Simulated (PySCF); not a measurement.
Compound: C3H2O2.
Structure used (GFN2-xTB), in Å, numbered top down from 1:
```xyz
7
C3H2O2 angstrom
C      1.9107    0.1419   -0.0382
C      0.7310   -0.0425    0.0758
C     -0.6750   -0.3278    0.2237
O     -1.1303   -1.4225    0.4190
O     -1.4177    0.7800    0.1155
H      2.9423    0.3124   -0.1423
H     -2.3577    0.5634    0.2190
```

The computed photoelectron lines, unassigned: C 1s: 291.48 (area 1), 291.68 (area 1), 295.86 (area 1) eV; O 1s: 538.21 (area 1), 540.45 (area 1) eV.

Computed, not measured: delta-SCF UKS SCAN, pcX-2 on the ionised atom, pcseg-1 elsewhere, spin-free X2C in PySCF. One conformer (not necessarily the lowest) at the GFN2-xTB geometry, without solvent, vibrations or thermal averaging.

Assign the C 1s lines to atoms.

291.48 eV: C1 (terminal alkyne carbon); 291.68 eV: C2 (alkyne carbon); 295.86 eV: C3 (carboxylic acid carbon). Lowest listed C 1s: C1, bonded to C (triple bond) and H. Highest, 4.38 eV above it: C3, bonded to O (double bond), O and C. The widest gap between neighbouring values is 4.18 eV, between 291.68 and 295.86 eV. Summing the Pauling electronegativity differences to the bonded atoms, each weighted by its formal bond order, gives -0.35 for the lowest site and +2.67 for the highest; no listed site has a larger sum than the highest.

Order the oxygen atoms by O 1s binding energy.

538.21 eV: O4 (acid carbonyl oxygen); 540.45 eV: O5 (acid hydroxyl oxygen). Lowest listed O 1s: O4, bonded to C (double bond). Highest, 2.24 eV above it: O5, bonded to C and H.

Bonded neighbours of each site: C1: C (triple bond) and H; C2: C (triple bond) and C; C3: O (double bond), O and C; O4: C (double bond); O5: C and H.

Express the binding energy of C 1s of C1 in atomic units and per mole.

291.48 eV = 10.7117 Eh = 28124 kJ/mol.

Spin contamination (⟨S²⟩ against 0.75 for a pure doublet) is marked for C 1s of C1 (0.85) and C 1s of C2 (0.86), which makes these values less certain.
